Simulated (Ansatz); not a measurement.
# CH6AlN: the cost of one run

Program: Ansatz 0.2.0. Level of theory: RKS PBE0/def2-mTZVP. These are calculated values, not measurements.

## (1) The starting structure

Bond lengths: Al1–C2 1.970 Å, C2–H3 1.110 Å, C2–H4 1.110 Å, C2–H5 1.110 Å, Al1–H6 1.560 Å, Al1–N7 1.920 Å, N7–H8 1.060 Å, N7–H9 1.060 Å. Angles: Al1–C2–H3 109.5°, Al1–C2–H4 109.5°, Al1–C2–H5 109.5°, H3–C2–H4 109.4°, H3–C2–H5 109.4°, H4–C2–H5 109.4°, C2–Al1–H6 120.0°, C2–Al1–N7 120.0°, H6–Al1–N7 120.0°, Al1–N7–H8 120.0°, Al1–N7–H9 120.0°, H8–N7–H9 120.0°.

As a file:

```xyz
9

Al    0.0000    0.0000    0.0000
C     0.0000    0.0000    1.9700
H    -0.9996   -0.3092    2.3405
H     0.7676   -0.7111    2.3405
H     0.2320    1.0203    2.3405
H     1.3510    0.0000   -0.7800
N    -1.6627    0.0000   -0.9600
H    -2.3316   -0.8164   -0.8614
H    -1.9118    0.8164   -1.5886
```

## (2) Relaxing the start

Input file input.yaml:

```yaml
crystal:
  periodic: [false, false, false]
  atoms:
    - { symbol: Al, position_ang: [0.0, 0.0, 0.0] }
    - { symbol: C, position_ang: [0.0, 0.0, 1.97] }
    - { symbol: H, position_ang: [-0.9996, -0.3092, 2.3405] }
    - { symbol: H, position_ang: [0.7676, -0.7111, 2.3405] }
    - { symbol: H, position_ang: [0.232, 1.0203, 2.3405] }
    - { symbol: H, position_ang: [1.351, 0.0, -0.78] }
    - { symbol: "N", position_ang: [-1.6627, 0.0, -0.96] }
    - { symbol: H, position_ang: [-2.3316, -0.8164, -0.8614] }
    - { symbol: H, position_ang: [-1.9118, 0.8164, -1.5886] }
basis:
  gaussian: { orbitals: def2-mTZVP }
hamiltonian:
  xc: pbe0
relax:
  f_tol: 0.02
  max_steps: 40
```

Run with:

```sh
> ansatz run input.yaml --threads 1 --pin off --max-ram 2048MiB --backend cpu --events-out ev --progress --plain --runs-dir out
```

What time and memory should one allow on 1 thread of Arm Neoverse V2, shared host?

About 24 s, with a peak of 0.13 GiB.
